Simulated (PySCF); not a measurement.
**AlCl⁺: script and output**

The script input.py:

```python
from pyscf import gto, scf, solvent

mol = gto.M(
    atom='Al 0 0 0; Cl 0 0 2.038',
    basis='cc-pcvdz',
    charge=1,
    spin=1,
    symmetry=True,
    verbose=4,
)
mf = scf.UHF(mol)
mf = solvent.PCM(mf)
mf.with_solvent.eps = 20.5
mf.kernel()
mf.analyze()
print('orbital energies (hartree):', [e[max(0, n-3):n+3].round(4) for e, n in zip(mf.mo_energy, mol.nelec)])
```

```bash
$ OMP_NUM_THREADS=1 python input.py
```

Output (some set-up lines and the per-cycle HOMO/LUMO lines with their warnings removed):

```
PySCF version 2.14.0

[INPUT] Symbol           X                Y                Z      unit          X                Y                Z       unit  Magmom
[INPUT]  1 Al     0.000000000000   0.000000000000   0.000000000000 AA    0.000000000000   0.000000000000   0.000000000000 Bohr   0.0
[INPUT]  2 Cl     0.000000000000   0.000000000000   2.038000000000 AA    0.000000000000   0.000000000000   3.851261841864 Bohr   0.0

nuclear repulsion = 57.3837898004514
point group symmetry = Coov
symmetry origin: [0.         0.         2.18238171]
symmetry axis x: [1. 0. 0.]
symmetry axis y: [0. 1. 0.]
symmetry axis z: [0. 0. 1.]
num. orbitals of irrep A1 = 22
num. orbitals of irrep E1x = 12
num. orbitals of irrep E1y = 12
num. orbitals of irrep E2x = 4
num. orbitals of irrep E2y = 4
number of shells = 16
number of NR pGTOs = 100
number of NR cGTOs = 54
basis = cc-pcvdz
ecp = {}

******** <class 'pyscf.solvent._attach_solvent.PCMSymAdaptedUHF'> ********
method = PCMSymAdaptedUHF
initial guess = minao
damping factor = 0
level_shift factor = 0
DIIS = <class 'pyscf.scf.diis.CDIIS'>
SCF conv_tol = 1e-09
SCF max_cycles = 50
number electrons alpha = 15  beta = 14
******** <class 'pyscf.solvent.pcm.PCM'> (In testing) ********

WARN: PCM is an experimental feature. It is still in testing.
Features and APIs may be changed in the future.

lebedev_order = 29 (302 grids per sphere)
eps = 20.5
frozen = False
Freeze 0 electrons in irreps []
    29 free electrons in irreps A1 E1x E1y E2x E2y
PCM E_diel = -0.000411589169064288
Solvent Energy = -0.000411589169064288
init E= -701.496613273228

PCM E_diel = -0.139387607500872
Solvent Energy = -0.139387607500872
cycle= 1 E= -701.264090196108  delta_E= 0.233  |g|= 0.178  |ddm|= 0.845
PCM E_diel = -0.125060014368084
Solvent Energy = -0.125060014368084
cycle= 2 E= -701.296559280415  delta_E= -0.0325  |g|= 0.0703  |ddm|= 0.423
PCM E_diel = -0.126477823683062
Solvent Energy = -0.126477823683062
cycle= 3 E= -701.300682623223  delta_E= -0.00412  |g|= 0.0259  |ddm|=  0.1
PCM E_diel = -0.126161102417354
Solvent Energy = -0.126161102417354
cycle= 4 E= -701.302146821944  delta_E= -0.00146  |g|= 0.0112  |ddm|= 0.0731
PCM E_diel = -0.126185981739075
Solvent Energy = -0.126185981739075
cycle= 5 E= -701.302473961553  delta_E= -0.000327  |g|= 0.00461  |ddm|= 0.032
PCM E_diel = -0.126215281003582
Solvent Energy = -0.126215281003582
cycle= 6 E= -701.302525828956  delta_E= -5.19e-05  |g|= 0.00203  |ddm|= 0.0115
PCM E_diel = -0.126245636219442
Solvent Energy = -0.126245636219442
cycle= 7 E= -701.30253646953  delta_E= -1.06e-05  |g|= 0.000593  |ddm|= 0.00653
PCM E_diel = -0.126246063395467
Solvent Energy = -0.126246063395467
cycle= 8 E= -701.302537315883  delta_E= -8.46e-07  |g|= 0.000155  |ddm|= 0.002
PCM E_diel = -0.126253076649796
Solvent Energy = -0.126253076649796
cycle= 9 E= -701.302537383497  delta_E= -6.76e-08  |g|= 5.3e-05  |ddm|= 0.000491
PCM E_diel = -0.126256087468347
Solvent Energy = -0.126256087468347
cycle= 10 E= -701.302537391593  delta_E= -8.1e-09  |g|= 1.86e-05  |ddm|= 0.00018
PCM E_diel = -0.126257328705705
Solvent Energy = -0.126257328705705
cycle= 11 E= -701.302537392447  delta_E= -8.54e-10  |g|= 6.49e-06  |ddm|= 5.59e-05
PCM E_diel = -0.126257372471005
Solvent Energy = -0.126257372471005
Extra cycle  E= -701.302537392511  delta_E= -6.41e-11  |g|= 3.63e-06  |ddm|= 8.82e-06
converged SCF energy = -701.302537392511  <S^2> = 0.75301807  2S+1 = 2.0030158
**** SCF Summaries ****
Total Energy =                        -701.302537392511340
Nuclear Repulsion Energy =              57.383789800451424
One-electron Energy =                -1078.691892060765895
Two-electron Energy =                  320.131822240274289
Two-electron Coulomb Energy =          365.677703767343644
DFT Exchange-Correlation Energy =      -45.545881527069355
**** MO energy ****
[8 lines left out]
alpha MO #9 (E1x #2), energy= -3.36747005179197 occ= 1
alpha MO #10 (E1y #2), energy= -3.36747005179197 occ= 1
alpha MO #11 (A1 #7), energy= -1.13866654472192 occ= 1
alpha MO #12 (A1 #8), energy= -0.622733335308727 occ= 1
alpha MO #13 (E1x #3), energy= -0.515320627643865 occ= 1
alpha MO #14 (E1y #3), energy= -0.515320627643865 occ= 1
alpha MO #15 (A1 #9), energy= -0.432991628146056 occ= 1
alpha MO #16 (E1x #4), energy= 0.00820287560499544 occ= 0
alpha MO #17 (E1y #4), energy= 0.00820287560499544 occ= 0
alpha MO #18 (A1 #10), energy= 0.102568042416156 occ= 0
[36 lines left out]
[7 lines left out]
beta  MO #8 (E1x #2), energy= -3.3608624721807 occ= 1
beta  MO #9 (E1y #2), energy= -3.3608624721807 occ= 1
beta  MO #10 (A1 #6), energy= -3.35825729935118 occ= 1
beta  MO #11 (A1 #7), energy= -1.12447905670975 occ= 1
beta  MO #12 (A1 #8), energy= -0.587944707333182 occ= 1
beta  MO #13 (E1x #3), energy= -0.513480045465899 occ= 1
beta  MO #14 (E1y #3), energy= -0.513480045465899 occ= 1
beta  MO #15 (A1 #9), energy= -0.0611457561935786 occ= 0
beta  MO #16 (E1x #4), energy= 0.0549474380232304 occ= 0
beta  MO #17 (E1y #4), energy= 0.0549474380232304 occ= 0
[37 lines left out]
 ** Mulliken pop alpha/beta on meta-lowdin orthogonal AOs **
 ** Mulliken pop       alpha | beta **
pop of  0 Al 1s        0.99999 | 0.99998
pop of  0 Al 2s        0.99991 | 0.99932
pop of  0 Al 3s        0.86155 | 0.18591
pop of  0 Al 4s        0.00727 | 0.00377
pop of  0 Al 5s        0.00012 | 0.00006
pop of  0 Al 2px       1.00000 | 1.00000
pop of  0 Al 2py       1.00000 | 1.00000
pop of  0 Al 2pz       0.99999 | 0.99999
pop of  0 Al 3px       0.05572 | 0.04904
pop of  0 Al 3py       0.05572 | 0.04904
pop of  0 Al 3pz       0.33411 | 0.11380
pop of  0 Al 4px       0.00070 | 0.00050
[42 lines left out]
In total            15.00000 | 14.00000
 ** Mulliken atomic charges   ( Nelec_alpha | Nelec_beta ) **
charge of  0Al =      1.24045  (     6.33965      5.41989 )
charge of  1Cl =     -0.24045  (     8.66035      8.58011 )

WARN: System has nonzero charge 1; the dipole moment is origin-dependent.
Location of origin: [0. 0. 0.]

Dipole moment(X, Y, Z, Debye):  0.00000,  0.00000, -2.11322
orbital energies (hartree): [array([-0.5153, -0.5153, -0.433 ,  0.0082,  0.0082,  0.1026]), array([-0.5879, -0.5135, -0.5135, -0.0611,  0.0549,  0.0549])]
```

In short: E(SCF) = -701.302537 Eh, 11 cycles, ⟨S²⟩ = 0.753.

Hardware: Intel Xeon Platinum 8259CL @ 2.50GHz, 1 thread, shared host. Wall time 4 s.

The bond length is a typed value, not an optimised one. The dipole of an ion depends on the origin. No search for the lowest solution was made.
